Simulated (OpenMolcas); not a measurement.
## Potential curves of SN: spin–orbit levels

Calculated with OpenMolcas 26.06: state-averaged CASSCF(9,7) over S 3p, N 2s 2p, XMS-CASPT2 (IPEA 0.25, imaginary shift 0.2 hartree), scalar X2C, ANO-RCC-VTZP, then RASSI spin–orbit state interaction with atomic mean-field integrals. C2 symmetry about the axis (a holds Σ, Δ, Γ; b holds Π, Φ, H; Σ⁺ and Σ⁻ are not told apart); roots by multiplicity and irrep: 2b 8, 4b 2, 4a 1, 2a 5.

XMS-CASPT2 energies with spin–orbit state interaction in eV from the lowest point. Curves are followed by energy order within each symmetry, so they are adiabatic and may change character at avoided crossings.

```
R (Å)  (1)Ω=1/2  (1)Ω=3/2  (1)Ω=5/2  (2)Ω=3/2  (2)Ω=1/2  (3)Ω=1/2  (1)Ω=7/2
1.381     0.546     0.570     5.430     4.929     4.928     5.096     7.081
1.450     0.100     0.124     4.350     4.253     4.252     4.371     6.016
1.518     0.000     0.025     3.694     3.704     3.716     3.727     5.356
1.594     0.140     0.164     3.252     3.264     3.276     3.288     4.951
1.670     0.475     0.499     3.048     3.060     3.073     3.085     4.777
1.776     1.067     1.091     3.028     3.041     3.053     3.066     4.783
1.913     1.921     1.944     3.227     3.240     3.253     3.266     5.026
2.125     3.079     3.099     3.714     3.728     3.741     3.754     5.601
2.429     4.084     4.100     4.304     4.317     4.329     4.340     6.378
```

Left out for impure symmetry, kinks or missing points, though low: (4)Ω=1/2, (1)Ω=2, (2)Ω=5/2, (5)Ω=1/2, (6)Ω=1/2, (7)Ω=1/2, (3)Ω=3/2, (4)Ω=3/2, (8)Ω=1/2, (3)Ω=5/2, (5)Ω=3/2, (9)Ω=1/2. Only roots inside an energy window near the equilibrium distance were included, so the list of states is not complete; labels number the states computed. Each spin and symmetry block has orbitals of its own, averaged over its own roots, so gaps between blocks are less sure than gaps within one and near the minimum can be off by tenths of an eV, in bad cases by more. No Rydberg orbitals are active, so Rydberg states, and σ→σ* states whose orbital the CASSCF left unused, can be missing between those listed. CASPT2 splits the two components of degenerate states numerically, here by up to 65 cm⁻¹. Points that failed a check (symmetry, reference weights, a jump) are left out.
